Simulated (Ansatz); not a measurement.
# H₂O (triplet): B2PLYP, PBE-QIDH, RPA-PBE over a scan of the distance H1–H2 along a hydrogen transfer, cc-pVTZ, part 2 of 2

Ansatz 0.2.0, Gaussian basis; cc-pVTZ, all electrons in the functionals, frozen cores in the correlation of double hybrids and RPA. Earlier steps stand in the parts before.

**9. PBE-QIDH, 0.965 Å**

in.yaml reads:

```yaml
crystal:
  periodic: [false, false, false]
  atoms:
    - {symbol: H, position_ang: [0.000000, 0.000000, -1.071333]}
    - {symbol: H, position_ang: [0.000000, 0.000000, -0.106333]}
    - {symbol: O, position_ang: [0.000000, 0.000000, 1.177667]}
basis:
  gaussian: {orbitals: cc-pVTZ}
magnetization: {spin_polarized: true, initial_magnetization: 2}
hamiltonian: {xc: {name: PBE-QIDH}}
correlation: {electrons: outside_noble_gas}
```

Launch:

```
$ ansatz run in.yaml --threads 1 --pin off --events-out ev --progress --plain --max-ram 2393MiB
```

Log (excerpt; [...] marks lines left out):

```text
Functional definition: PBE-QIDH
  name "PBE-QIDH"
  cite "Brémond, Sancho-García, Pérez-Jiménez & Adamo, J. Chem. Phys. 141, 031101 (2014) doi:10.1063/1.4890314"
  cite "Perdew, Burke & Ernzerhof, Phys. Rev. Lett. 77, 3865 (1996) doi:10.1103/PhysRevLett.77.3865"
[...]
335 factors; integrals over basis functions are off by at most 1.4e-3 eV
[...]
mean field -2070.18739089 eV, -76.0779833917 hartree, gradient 8.4e-6 eV, S^2 2.043286; 2 other end points of the search recorded, 0 dependent functions left out
1 core orbitals not correlated: weight in the atoms' cores, before any rotation towards them, 1.000 or more for the frozen orbitals, at most 0.000 for the correlated occupied ones
reference -2070.18739818 eV, -76.0779836598 hartree; 5, 3 occupied and 52, 54 virtual orbitals, 335 factors
second order -6.03108410 eV of doubles, -0.00000000 eV of singles
Total energy: -2072.19775955 eV, -76.1518630774 hartree
```

Run time: 0.69 s. Hardware: 1 thread of Arm Neoverse V2, shared host.

From the report: ⟨S²⟩ of the determinant 2.043 (pure triplet: 2.00).

From 0.745 Å: +0.330 eV.

**10. PBE-QIDH, 1.112 Å**

in.yaml reads:

```yaml
crystal:
  periodic: [false, false, false]
  atoms:
    - {symbol: H, position_ang: [0.000000, 0.000000, -1.120333]}
    - {symbol: H, position_ang: [0.000000, 0.000000, -0.008333]}
    - {symbol: O, position_ang: [0.000000, 0.000000, 1.128667]}
basis:
  gaussian: {orbitals: cc-pVTZ}
magnetization: {spin_polarized: true, initial_magnetization: 2}
hamiltonian: {xc: {name: PBE-QIDH}}
correlation: {electrons: outside_noble_gas}
```

Launched as before.

Log (excerpt; [...] marks lines left out):

```text
Functional definition: PBE-QIDH
  name "PBE-QIDH"
  cite "Brémond, Sancho-García, Pérez-Jiménez & Adamo, J. Chem. Phys. 141, 031101 (2014) doi:10.1063/1.4890314"
  cite "Perdew, Burke & Ernzerhof, Phys. Rev. Lett. 77, 3865 (1996) doi:10.1103/PhysRevLett.77.3865"
[...]
335 factors; integrals over basis functions are off by at most 1.3e-3 eV
[...]
mean field -2070.24545161 eV, -76.0801170839 hartree, gradient 6.7e-6 eV, S^2 2.032025; 0 other end points of the search recorded, 0 dependent functions left out
1 core orbitals not correlated: weight in the atoms' cores, before any rotation towards them, 1.000 or more for the frozen orbitals, at most 0.000 for the correlated occupied ones
reference -2070.24545906 eV, -76.0801173578 hartree; 5, 3 occupied and 52, 54 virtual orbitals, 335 factors
second order -6.28485493 eV of doubles, -0.00000000 eV of singles
Total energy: -2072.34041071 eV, -76.1571054107 hartree
```

It took 0.57 s on 1 thread of Arm Neoverse V2, shared host.

From the report: ⟨S²⟩ of the determinant 2.032 (pure triplet: 2.00).

From 0.745 Å: +0.187 eV.

**11. PBE-QIDH, 1.259 Å**

in.yaml reads:

```yaml
crystal:
  periodic: [false, false, false]
  atoms:
    - {symbol: H, position_ang: [0.000000, 0.000000, -1.169333]}
    - {symbol: H, position_ang: [0.000000, 0.000000, 0.089667]}
    - {symbol: O, position_ang: [0.000000, 0.000000, 1.079667]}
basis:
  gaussian: {orbitals: cc-pVTZ}
magnetization: {spin_polarized: true, initial_magnetization: 2}
hamiltonian: {xc: {name: PBE-QIDH}}
correlation: {electrons: outside_noble_gas}
```

Launched as before.

Log (excerpt; [...] marks lines left out):

```text
Functional definition: PBE-QIDH
  name "PBE-QIDH"
  cite "Brémond, Sancho-García, Pérez-Jiménez & Adamo, J. Chem. Phys. 141, 031101 (2014) doi:10.1063/1.4890314"
  cite "Perdew, Burke & Ernzerhof, Phys. Rev. Lett. 77, 3865 (1996) doi:10.1103/PhysRevLett.77.3865"
[...]
334 factors; integrals over basis functions are off by at most 1.3e-3 eV
[...]
mean field -2070.55619736 eV, -76.0915367794 hartree, gradient 9.2e-6 eV, S^2 2.010222; 0 other end points of the search recorded, 0 dependent functions left out
1 core orbitals not correlated: weight in the atoms' cores, before any rotation towards them, 1.000 or more for the frozen orbitals, at most 0.000 for the correlated occupied ones
reference -2070.55620490 eV, -76.0915370565 hartree; 5, 3 occupied and 52, 54 virtual orbitals, 334 factors
second order -6.17783664 eV of doubles, -0.00000000 eV of singles
Total energy: -2072.61548378 eV, -76.1672141595 hartree
```

Run time: 0.57 s. Hardware: 1 thread of Arm Neoverse V2, shared host.

From the report: ⟨S²⟩ of the determinant 2.010 (pure triplet: 2.00).

From 0.745 Å: -0.088 eV.

**12. RPA-PBE, 0.745 Å**

in.yaml reads:

```yaml
crystal:
  periodic: [false, false, false]
  atoms:
    - {symbol: H, position_ang: [0.000000, 0.000000, -0.998000]}
    - {symbol: H, position_ang: [0.000000, 0.000000, -0.253000]}
    - {symbol: O, position_ang: [0.000000, 0.000000, 1.251000]}
basis:
  gaussian: {orbitals: cc-pVTZ}
magnetization: {spin_polarized: true, initial_magnetization: 2}
hamiltonian: {xc: {name: PBE}}
correlation: {method: rpa, electrons: outside_noble_gas}
```

The command is unchanged.

Log (excerpt; [...] marks lines left out):

```text
Functional definition: PBE
  name "PBE"
  cite "Perdew, Burke & Ernzerhof, Phys. Rev. Lett. 77, 3865 (1996) doi:10.1103/PhysRevLett.77.3865"
  parent pbe
[...]
326 factors; integrals over basis functions are off by at most 1.2e-3 eV
[...]
mean field -2072.69048856 eV, -76.1699705346 hartree, gradient 8.2e-7 eV, S^2 2.004636; 11 other end points of the search recorded, 0 dependent functions left out
1 core orbitals not correlated: weight in the atoms' cores, before any rotation towards them, 1.000 or more for the frozen orbitals, at most 0.000 for the correlated occupied ones
reference -2065.24574714 eV, -75.8963813337 hartree; 5, 3 occupied and 52, 54 virtual orbitals, 326 factors
Total energy: -2075.16846008 eV, -76.2610343084 hartree
```

Wall time 2.1 s (1 thread of Arm Neoverse V2, shared host).

From the report: ⟨S²⟩ of the determinant 2.005 (pure triplet: 2.00).

**13. RPA-PBE, 0.818 Å**

in.yaml reads:

```yaml
crystal:
  periodic: [false, false, false]
  atoms:
    - {symbol: H, position_ang: [0.000000, 0.000000, -1.022333]}
    - {symbol: H, position_ang: [0.000000, 0.000000, -0.204333]}
    - {symbol: O, position_ang: [0.000000, 0.000000, 1.226667]}
basis:
  gaussian: {orbitals: cc-pVTZ}
magnetization: {spin_polarized: true, initial_magnetization: 2}
hamiltonian: {xc: {name: PBE}}
correlation: {method: rpa, electrons: outside_noble_gas}
```

Same command.

Log (excerpt; [...] marks lines left out):

```text
Functional definition: PBE
  name "PBE"
  cite "Perdew, Burke & Ernzerhof, Phys. Rev. Lett. 77, 3865 (1996) doi:10.1103/PhysRevLett.77.3865"
  parent pbe
[...]
332 factors; integrals over basis functions are off by at most 1.3e-3 eV
[...]
mean field -2072.72466675 eV, -76.1712265599 hartree, gradient 9.6e-7 eV, S^2 2.006068; 10 other end points of the search recorded, 0 dependent functions left out
1 core orbitals not correlated: weight in the atoms' cores, before any rotation towards them, 1.000 or more for the frozen orbitals, at most 0.000 for the correlated occupied ones
reference -2065.00938458 eV, -75.8876951695 hartree; 5, 3 occupied and 52, 54 virtual orbitals, 332 factors
Total energy: -2075.10676869 eV, -76.2587671913 hartree
```

Run time: 1.8 s. Hardware: 1 thread of Arm Neoverse V2, shared host.

From the report: ⟨S²⟩ of the determinant 2.006 (pure triplet: 2.00).

From 0.745 Å: +0.062 eV.

**14. RPA-PBE, 0.965 Å**

in.yaml reads:

```yaml
crystal:
  periodic: [false, false, false]
  atoms:
    - {symbol: H, position_ang: [0.000000, 0.000000, -1.071333]}
    - {symbol: H, position_ang: [0.000000, 0.000000, -0.106333]}
    - {symbol: O, position_ang: [0.000000, 0.000000, 1.177667]}
basis:
  gaussian: {orbitals: cc-pVTZ}
magnetization: {spin_polarized: true, initial_magnetization: 2}
hamiltonian: {xc: {name: PBE}}
correlation: {method: rpa, electrons: outside_noble_gas}
```

Launched as before.

Log (excerpt; [...] marks lines left out):

```text
Functional definition: PBE
  name "PBE"
  cite "Perdew, Burke & Ernzerhof, Phys. Rev. Lett. 77, 3865 (1996) doi:10.1103/PhysRevLett.77.3865"
  parent pbe
[...]
335 factors; integrals over basis functions are off by at most 1.4e-3 eV
[...]
mean field -2072.68087961 eV, -76.1696174121 hartree, gradient 2.6e-6 eV, S^2 2.008941; 9 other end points of the search recorded, 0 dependent functions left out
1 core orbitals not correlated: weight in the atoms' cores, before any rotation towards them, 1.000 or more for the frozen orbitals, at most 0.000 for the correlated occupied ones
reference -2064.55771466 eV, -75.8710966062 hartree; 5, 3 occupied and 52, 54 virtual orbitals, 335 factors
Total energy: -2074.91007939 eV, -76.2515389931 hartree
```

Wall time 1.6 s (1 thread of Arm Neoverse V2, shared host).

From the report: ⟨S²⟩ of the determinant 2.009 (pure triplet: 2.00).

From 0.745 Å: +0.258 eV.

**15. RPA-PBE, 1.112 Å**

in.yaml reads:

```yaml
crystal:
  periodic: [false, false, false]
  atoms:
    - {symbol: H, position_ang: [0.000000, 0.000000, -1.120333]}
    - {symbol: H, position_ang: [0.000000, 0.000000, -0.008333]}
    - {symbol: O, position_ang: [0.000000, 0.000000, 1.128667]}
basis:
  gaussian: {orbitals: cc-pVTZ}
magnetization: {spin_polarized: true, initial_magnetization: 2}
hamiltonian: {xc: {name: PBE}}
correlation: {method: rpa, electrons: outside_noble_gas}
```

Launched as before.

Log (excerpt; [...] marks lines left out):

```text
Functional definition: PBE
  name "PBE"
  cite "Perdew, Burke & Ernzerhof, Phys. Rev. Lett. 77, 3865 (1996) doi:10.1103/PhysRevLett.77.3865"
  parent pbe
[...]
335 factors; integrals over basis functions are off by at most 1.3e-3 eV
[...]
mean field -2072.76168746 eV, -76.1725870458 hartree, gradient 5.9e-6 eV, S^2 2.007450; 7 other end points of the search recorded, 0 dependent functions left out
1 core orbitals not correlated: weight in the atoms' cores, before any rotation towards them, 1.000 or more for the frozen orbitals, at most 0.000 for the correlated occupied ones
reference -2064.67531492 eV, -75.8754183362 hartree; 5, 3 occupied and 52, 54 virtual orbitals, 335 factors
Total energy: -2074.95679667 eV, -76.2532558214 hartree
```

Run time: 1.5 s. Hardware: 1 thread of Arm Neoverse V2, shared host.

From the report: ⟨S²⟩ of the determinant 2.007 (pure triplet: 2.00).

From 0.745 Å: +0.212 eV.

**16. RPA-PBE, 1.259 Å**

in.yaml reads:

```yaml
crystal:
  periodic: [false, false, false]
  atoms:
    - {symbol: H, position_ang: [0.000000, 0.000000, -1.169333]}
    - {symbol: H, position_ang: [0.000000, 0.000000, 0.089667]}
    - {symbol: O, position_ang: [0.000000, 0.000000, 1.079667]}
basis:
  gaussian: {orbitals: cc-pVTZ}
magnetization: {spin_polarized: true, initial_magnetization: 2}
hamiltonian: {xc: {name: PBE}}
correlation: {method: rpa, electrons: outside_noble_gas}
```

Launched as before.

Log (excerpt; [...] marks lines left out):

```text
Functional definition: PBE
  name "PBE"
  cite "Perdew, Burke & Ernzerhof, Phys. Rev. Lett. 77, 3865 (1996) doi:10.1103/PhysRevLett.77.3865"
  parent pbe
[...]
334 factors; integrals over basis functions are off by at most 1.3e-3 eV
[...]
mean field -2072.82470317 eV, -76.1749028305 hartree, gradient 6.9e-6 eV, S^2 2.004013; 4 other end points of the search recorded, 0 dependent functions left out
1 core orbitals not correlated: weight in the atoms' cores, before any rotation towards them, 1.000 or more for the frozen orbitals, at most 0.000 for the correlated occupied ones
reference -2065.14345321 eV, -75.8926221009 hartree; 5, 3 occupied and 52, 54 virtual orbitals, 334 factors
Total energy: -2075.10978160 eV, -76.2588779139 hartree
```

It took 0.78 s on 1 thread of Arm Neoverse V2, shared host.

From the report: ⟨S²⟩ of the determinant 2.004 (pure triplet: 2.00).

From 0.745 Å: +0.059 eV.

**17. Against the wave-function levels**

The yardstick is UCCSDT(Q), where the cluster series has nearly closed. It comes from earlier runs at the same points. Energies in eV, counted from 0.745 Å; blanks weren't run or aren't comparable.

| level | 0.745 Å | 0.818 Å | 0.965 Å | 1.112 Å | 1.259 Å |
| --- | --- | --- | --- | --- | --- |
| UCCSDT(Q) | 0.000 | 0.091 | 0.334 | 0.239 | 0.017 |
| B2PLYP | 0.000 | 0.065 | 0.258 | 0.154 | -0.033 |
| PBE-QIDH | 0.000 | 0.090 | 0.330 | 0.187 | -0.088 |
| RPA-PBE | 0.000 | 0.062 | 0.258 | 0.212 | 0.059 |

Largest miss and mean time a point (UCCSDT(Q) took 36 s a point; shared hosts):

| level | largest miss (eV) | where | time a point |
| --- | --- | --- | --- |
| B2PLYP | -0.085 | 1.112 Å | 0.64 s |
| PBE-QIDH | -0.105 | 1.259 Å | 0.65 s |
| RPA-PBE | -0.076 | 0.965 Å | 1.6 s |

**18. Outcome**

This closing draws on all 2 parts.

```
                   quantity                value
span of the UCCSDT(Q) curve             0.334 eV
       largest miss, B2PLYP  -0.085 eV (1.112 Å)
     largest miss, PBE-QIDH  -0.105 eV (1.259 Å)
      largest miss, RPA-PBE  -0.076 eV (0.965 Å)
```

In words: Of the functionals, RPA-PBE keep the smallest largest miss at the points compared (at most 0.076 eV) and PBE-QIDH strays most (0.105 eV, at 1.259 Å). Functionals and the yardstick converge differently with the basis, so part of each miss in cc-pVTZ is the basis.
